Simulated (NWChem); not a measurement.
Species: oxygen (O$_{2}$, triplet); SMILES O=O

Computed with NWChem. Spin-unrestricted. All runs use the structure optimised with PBE0/def2-SVP, spin-unrestricted. No stability test was run on the SCF state. Level B3LYP/def2-SVP: single points from the atomic guess with DIIS by default; each run changes one setting, and all converged runs end within 0.3 mHa of each other. cgmin counts macro-iterations, each dearer than a DIIS step.

### Question
Which setting needs the most SCF iterations, or fails (core-Hamiltonian guess; no DIIS, 40 % damping; DIIS on 20 Fock matrices; defaults; quadratically convergent solver (cgmin); DIIS on 3 Fock matrices)?

### Answer
no DIIS, 40 % damping, with 14 against 6 for the defaults.
| setting | SCF iterations |
|---|---|
| defaults | 6 |
| quadratically convergent solver (cgmin) | 5 |
| core-Hamiltonian guess | 8 |
| DIIS on 20 Fock matrices | 6 |
| DIIS on 3 Fock matrices | 7 |
| no DIIS, 40 % damping | 14 |
